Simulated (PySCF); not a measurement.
Cartesian coordinates in Å; atom numbers follow the order of the lines, from 1:
```xyz
8

C    -0.2577    0.5907   -0.4823
C     0.9245    0.9028    0.0565
C     2.1482    0.8478   -0.7708
O     2.2217    0.5709   -1.9225
Cl    3.6092    1.2561    0.1719
H    -0.3254    0.2957   -1.5335
H    -1.1761    0.6211    0.1084
H     1.0369    1.1996    1.1008
```

Geometry: PBE0-D3(BJ)/def2-SVP; GIAO shifts from PySCF, gas phase, non-relativistic, averaged over equivalent atoms.

At BP86/pcSseg-2 (229 basis functions, 21 s wall time on 1 thread of an Intel Xeon 6975P-C, shared host):
| atoms | δ (ppm) |
| --- | --- |
| C3 | 179.2 |
| C2 | 145.9 |
| C1 | 143.1 |
| O4 | 534.7 |
| Cl5 | 526.4 |
| H6 | 6.73 |
| H8 | 6.60 |
| H7 | 5.91 |

Scale: ¹³C (179.17 ppm), ¹H (31.23 ppm) vs TMS; H2O for ¹⁷O (326.07 ppm); HCl for ³⁵Cl (930.12 ppm) (reference shieldings calculated alike).

What do these become at KT2/pcSseg-2?

## Answers


```tsv
atoms	δ at KT2/pcSseg-2	change
C3	170.5	-8.7
C2	137.5	-8.4
C1	134.1	-9.0
O4	504.2	-30.5
Cl5	489.6	-36.8
H6	6.54	-0.19
H8	6.40	-0.20
H7	5.72	-0.19
```

Scale: TMS for ¹³C (σ = 182.28 ppm) and ¹H (σ = 31.18 ppm); H2O for ¹⁷O (σ = 324.36 ppm); ³⁵Cl (σ = 942.53 ppm) vs HCl (reference shieldings calculated alike).

The largest change is at Cl5 (chlorine bonded to C). Cost: 229 basis functions, 21 s wall time on 1 thread of an Intel Xeon 6975P-C, shared host. The order of the carbon signals is the same at both levels.

Carbons that carry Cl, above all several Cl atoms, come out too deshielded, partly because spin–orbit coupling is missing. Unscaled 17O shifts of doubly bonded oxygen tend to come out too high, by tens of ppm or more. Experimental scales use liquid or dissolved standards, which lie at an offset from isolated H2O (liquid H2O: subtract about 36 ppm).
